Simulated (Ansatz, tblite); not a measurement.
**The cluster SbF3: rung by rung**

One table from this session's results is given with a row withheld; the runs are named, their logs left out.

Program: Ansatz 0.2.0, Gaussian basis. Level of theory: as each input shows. These are calculated values, not measurements.

The runs, in order: GFN1-xTB, GFN2-xTB, PBE-D4/def2-TZVP, r2SCAN-D4/def2-TZVP, PBE-QIDH/def2-TZVP, LC-ωPBE/def2-TZVP, B97M-V/def2-TZVP, HSE06-D4/def2-TZVP, B3LYP-D4/def2-TZVP, LC-ωPBE(0.10)/def2-TZVP, LC-ωPBE(0.15)/def2-TZVP, LC-ωPBE(0.20)/def2-TZVP, LC-ωPBE(0.30)/def2-TZVP, PBE-D4/def2-SVP, PBE0-D4/def2-SVP, PBE0-D4/def2-TZVPD, PBE-D4/def2-TZVPD, r2SCAN-D4/def2-TZVPD, CCSD(T)/def2-TZVPP, MP2/def2-TZVP, RPA/def2-TZVP.

**The relaxed structure**

The singlet was relaxed beforehand with B3LYP-D4/def2-TZVP. At that level it is the lowest of the isomers that a small search found.

4 atoms, charge 0, spin multiplicity 1.

Bond lengths: Sb1–F2 1.902 Å, Sb1–F3 1.902 Å, Sb1–F4 1.902 Å. Angles: F2–Sb1–F3 95.0°, F2–Sb1–F4 95.0°, F3–Sb1–F4 95.0°.

Sb takes a core potential in the def2 sets. No spin-orbit coupling is included.

PBE0-D4/def2-TZVP was run before; its log isn't repeated, and its numbers join the tables.

Set-up of the first run:

Tight binding, by tblite at 300 K electronic temperature and without a spin-polarisation term:

```python
tblite.interface.Calculator('GFN1-xTB', numbers, positions, charge=0, uhf=0).singlepoint()
```

Tight binding, by tblite at 300 K electronic temperature and without a spin-polarisation term:

```python
tblite.interface.Calculator('GFN2-xTB', numbers, positions, charge=0, uhf=0).singlepoint()
```

start.molden holds the orbitals of an earlier run on this state, given as this run's starting guess.

File in.yaml:

```yaml
crystal:
  periodic: [false, false, false]
  atoms:
    - {symbol: Sb, position_ang: [-0.558618, -0.305472, 0.393139]}
    - {symbol: F, position_ang: [-0.677998, -0.066693, -1.490162]}
    - {symbol: F, position_ang: [0.061088, 1.458094, 0.745100]}
    - {symbol: F, position_ang: [1.175529, -1.085928, 0.351913]}
basis:
  gaussian: {orbitals: def2-TZVP, initial_orbitals: start.molden}
hamiltonian: {xc: pbe, dispersion: d4}
scf: {omitted_lower_state_checks: [starts]}
output: {orbitals: {seedname: orbitals}}
```

Command:

```sh
ansatz run in.yaml --threads 4 --pin off --events-out ev --progress --plain --max-ram 3916MiB
```

Steps of the session up to this table: PBE-D4/def2-TZVP; r2SCAN-D4/def2-TZVP; PBE-QIDH/def2-TZVP; LC-ωPBE/def2-TZVP; B97M-V/def2-TZVP; HSE06-D4/def2-TZVP; B3LYP-D4/def2-TZVP; LC-ωPBE(0.10)/def2-TZVP; LC-ωPBE(0.15)/def2-TZVP; LC-ωPBE(0.20)/def2-TZVP; LC-ωPBE(0.30)/def2-TZVP; PBE-D4/def2-SVP; PBE0-D4/def2-SVP; PBE0-D4/def2-TZVPD; PBE-D4/def2-TZVPD; r2SCAN-D4/def2-TZVPD; CCSD(T)/def2-TZVPP; MP2/def2-TZVP; RPA/def2-TZVP.

One of the session's tables, all rows but one given; the rest of the session is left out.

```
                  level  HOMO (eV)  LUMO (eV)  gap (eV)
        PBE-D4/def2-SVP      -8.00      -2.09      5.92
       PBE-D4/def2-TZVP      -8.40      -2.43      5.97
      PBE-D4/def2-TZVPD      -8.51      -2.54      5.97
    r2SCAN-D4/def2-TZVP      -8.79      -2.23      6.55
   r2SCAN-D4/def2-TZVPD      -8.84      -2.29      6.56
       B97M-V/def2-TZVP      -8.69      -2.26      6.42
     B3LYP-D4/def2-TZVP      -9.64      -1.98      7.67
       PBE0-D4/def2-SVP          ?          ?         ?
      PBE0-D4/def2-TZVP      -9.82      -1.70      8.12
     PBE0-D4/def2-TZVPD      -9.88      -1.80      8.08
     HSE06-D4/def2-TZVP      -9.42      -2.07      7.35
      LC-ωPBE/def2-TZVP     -12.40       0.44     12.84
LC-ωPBE(0.10)/def2-TZVP      -9.88      -1.07      8.81
LC-ωPBE(0.15)/def2-TZVP     -10.49      -0.56      9.93
LC-ωPBE(0.20)/def2-TZVP     -11.01      -0.18     10.82
LC-ωPBE(0.30)/def2-TZVP     -11.81       0.25     12.06
```

Q: Estimate the row for PBE0-D4/def2-SVP from the others.

**Answer.** HOMO (eV): -9.53; LUMO (eV): -1.41; gap (eV): 8.13. In the column «HOMO (eV)» it lies between B3LYP-D4/def2-TZVP (-9.64) and HSE06-D4/def2-TZVP (-9.42).
